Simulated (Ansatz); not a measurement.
# NH₃ (triplet): wave-function methods side by side at distance H1–H2 along a hydrogen transfer = 0.812 Å, cc-pVDZ

How much of the correlation energy of NH₃ (triplet) does each wave-function method recover here?

The runs use Ansatz 0.2.0, Gaussian basis; cc-pVDZ, core rule «outside noble gas», up to 1 orbitals frozen.

The runs, in order: UHF; CCSD(T) on ROHF; CCSD(T) on UHF; BCCD(T) on ROHF; CISD; CCSDT(Q) on ROHF; CCSDT(Q) on UHF; CISDTQ; CCSDTQ on ROHF; CCSDTQ on UHF; CASSCF and MRCISD+Q, 4 electrons in 4 orbitals; CASSCF and NEVPT2, 4 electrons in 4 orbitals; CASSCF and MRCISD+Q, 8 electrons in 7 orbitals; CASSCF and NEVPT2, 8 electrons in 7 orbitals; Full CI.

### Step 1. What is computed

The geometry derives from fragments relaxed apart (PBE0/def2-TZVP) and kept rigid, so it is no stationary point. A hydrogen atom is moved between rigid fragments.

4 atoms, charge 0, spin multiplicity 3.

Atoms are counted from 1 here; the program's logs count them from 0.

Bond lengths: H1–H2 0.812 Å, H2–N3 1.208 Å, N3–H4 1.040 Å. Angles: H1–H2–N3 180.0°, H2–N3–H4 105.0°.

### Step 2. UHF

Input file in.yaml:

```yaml
crystal:
  periodic: [false, false, false]
  atoms:
    - {symbol: H, position_ang: [-1.844878, 0.059434, 0.000000]}
    - {symbol: H, position_ang: [-1.032878, 0.059434, 0.000000]}
    - {symbol: N, position_ang: [0.175122, 0.059434, 0.000000]}
    - {symbol: H, position_ang: [0.444203, -0.944792, 0.000000]}
basis:
  gaussian: {orbitals: cc-pVDZ}
magnetization: {spin_polarized: true, initial_magnetization: 2}
hamiltonian: {xc: hf}
output: {orbitals: {seedname: orbitals}}
```

Run with:

```sh
$ ansatz run in.yaml --threads 1 --pin off --events-out ev --progress --plain --max-ram 2880MiB --backend cpu
```

Further steps of the session: CCSD(T) on ROHF; CCSD(T) on UHF; BCCD(T) on ROHF; CISD; CCSDT(Q) on ROHF; CCSDT(Q) on UHF; CISDTQ; CCSDTQ on ROHF; CCSDTQ on UHF; CASSCF and MRCISD+Q, 4 electrons in 4 orbitals; CASSCF and NEVPT2, 4 electrons in 4 orbitals; CASSCF and MRCISD+Q, 8 electrons in 7 orbitals; CASSCF and NEVPT2, 8 electrons in 7 orbitals; Full CI.

Q: Predict the results of all the runs planned. Wanted: FCI below the RHF energy; RMP2 from FCI; UMP2 from FCI; RCCSD from FCI; RCCSD(T) from FCI; UCCSD(T) from FCI; RCCSDT(Q) from FCI; UCCSDT(Q) from FCI; NEVPT2 valence from FCI.

**Answer**, as computed:

| quantity | value |
| --- | --- |
| FCI below the RHF energy | -5.2342 eV |
| RMP2 from FCI | +801.8 meV |
| UMP2 from FCI | +826.8 meV |
| RCCSD from FCI | +111.1 meV |
| RCCSD(T) from FCI | +19.5 meV |
| UCCSD(T) from FCI | +18.9 meV |
| RCCSDT(Q) from FCI | +0.1 meV |
| UCCSDT(Q) from FCI | -0.8 meV |
| NEVPT2 valence from FCI | +699.1 meV |
| MRCISD+Q valence from FCI | +3.7 meV |
| levels within 1 kcal/mol (43 meV) | RCCSD(T), UCCSD(T), BCCD(T), RCCSDT, UCCSDT, CISDTQ, RCCSDT(Q), UCCSDT(Q), RCCSDTQ, UCCSDTQ, MRCISD+Q valence |
| T1 diagnostic | 0.030 |
| effectively unpaired electrons | 2.03 |

**Reading.** RCCSD(T) misses by +19.5 meV, 0.4 % of the correlation energy. One determinant dominates. Of the multireference levels listed MRCISD+Q valence comes nearest in total energy (+3.7 meV), which doesn't show that its space is the better one. These misses are within one basis, not against nature; the frozen cores of restricted and unrestricted runs differ, which can shift their rows.
